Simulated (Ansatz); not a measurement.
Born–Oppenheimer molecular dynamics of AlClH$_{2}$O (5 atoms, charge 0, multiplicity 1). It starts from a relaxed structure.

Theory: RKS B3LYP-D4/def2-SVP in Ansatz.

```
ensemble        : NVT, Langevin thermostat
time step       : 0.5 fs
steps asked     : 150
set temperature : 1500 K
friction        : 0.001 /fs
seed            : 880925
```

First frame:

```xyz
5
Properties=species:S:1:pos:R:3
Al -0.051 -0.025 -0.030
O -0.077 -0.125 1.661
H -0.843 -0.178 2.240
H 1.336 0.052 -0.746
Cl -1.855 -0.005 -1.123
```

Problem. How far do the bonds stretch over the last three quarters of this one trajectory? (Pairs bonded in most of those frames.)

Solution. 
| bond | mean (Å) | spread (Å) | shortest | longest |
| --- | --- | --- | --- | --- |
| Al1–O2 | 1.699 | 0.039 | 1.63 | 1.74 |
| Al1–H4 | 1.593 | 0.029 | 1.54 | 1.66 |
| Al1–Cl5 | 2.155 | 0.050 | 2.05 | 2.21 |
| O2–H3 | 0.962 | 0.015 | 0.94 | 1.00 |

Mean temperature of the second half: 758 K. The mean temperature of the second half is 49 % below the set value. A run of 0.075 ps of so small a system gives no equilibrium averages.

Run time: 3.9 min on 1 thread of Arm Neoverse V1, on a shared host, peak memory 0.11 GiB.
